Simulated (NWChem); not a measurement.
System meant: Si anion, quartet

Input file for NWChem:

```
start job
memory heap 200 mb stack 900 mb global 1100 mb
charge -1
geometry units angstroms noautoz
  Si     0.000000     0.000000     0.000000
end
basis spherical
  * library def2-svp
end
dft
  odft
  mult 4
  xc pbe0
  iterations 4
  mulliken
end
task dft energy
```

End of the output:

```
    Atom       Charge   Shell Charges
 -----------   ------   -------------------------------------------------------
    1 Si  14     3.00  -0.00 -0.00 -0.02  0.02  0.02  0.77  2.21  0.00

     -------------------------------------------
      Total Density - Lowdin Population Analysis
     -------------------------------------------

    Atom       Charge   Shell Charges
 -----------   ------   -------------------------------------------------------
    1 Si  14    15.00   2.00  1.97  1.05  0.98  5.81  1.11  2.09  0.00

     ------------------------------------------
      Spin Density - Lowdin Population Analysis
     ------------------------------------------

    Atom       Charge   Shell Charges
 -----------   ------   -------------------------------------------------------
    1 Si  14     3.00  -0.00 -0.00 -0.01  0.01  0.05  0.87  2.08  0.00

   alpha - beta orbital overlaps
   -----------------------------

   alpha      1      2      3      4      5      6      7      8      9     10
    beta      1      2      3      4      5      6      8      9      9     10
 overlap   1.000  1.000  0.902  0.928  0.879  1.000  0.809  0.611  0.762  1.000

   alpha     11     12     13     14     15     16     17     18
    beta     11     12     13     15     14     16     17     18
 overlap   0.794  0.786  0.991  0.964  0.964  0.819  0.812  0.677

     --------------------------
     Expectation value of S2:
     --------------------------
      <S2> =      3.7501 (Exact =     3.7500)

 ------------------------------------------------------------------------
 dft energy failed                                                                                  0
 ------------------------------------------------------------------------
 ------------------------------------------------------------------------
  current input line :
    17: task dft energy
 ------------------------------------------------------------------------
 ------------------------------------------------------------------------
 This type of error is most commonly associated with calculations not reaching convergence criteria
 ------------------------------------------------------------------------
 For more information see the NWChem manual at https://nwchemgit.github.io

0:dft energy failed:Received an Error in Communication
```

Question: Can this run be used? If not, why, and what is the fix?

Answer: Convergence was not reached. Cause: the SCF was allowed too few iterations. This input runs:
```
start job
memory heap 200 mb stack 900 mb global 1100 mb
charge -1
geometry units angstroms noautoz
  Si     0.000000     0.000000     0.000000
end
basis spherical
  Si library def2-svp
end
dft
  odft
  mult 4
  xc pbe0
  iterations 150
  mulliken
end
task dft energy
```
It converges to -289.18593 Ha (PBE0/def2-SVP, spin-unrestricted).
